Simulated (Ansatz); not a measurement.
**Zinc-blende AlP: LA phonon frequency at X by level of theory**

No measured value is used here.

```
level (code)                   value (cm⁻¹)  cell (Å³/atom)
-----------------------------  ------------  --------------
LDA (Ansatz)                            354           20.05
PBE (Ansatz)                            [?]           20.88
B3LYP (VWN-RPA form) (Ansatz)           [?]           20.99
HSE06 (Ansatz)                          363           20.52
LC-ωPBE (Ansatz)                        386           20.01
PBE0 (Ansatz)                           364           20.49
Hartree–Fock (Ansatz)                   388           21.23
```

**Question.** What belongs in the gaps?

**Answer.** 
- PBE (Ansatz, an electronic-structure program), value (cm⁻¹): 346
- B3LYP (VWN-RPA form) (Ansatz), value (cm⁻¹): 358

Each level is taken at its own relaxed cell. K meshes differ between the levels. Ansatz's density-functional and Hartree–Fock values are scalar-relativistic unless marked +SOC, with PAW data made under PBE.
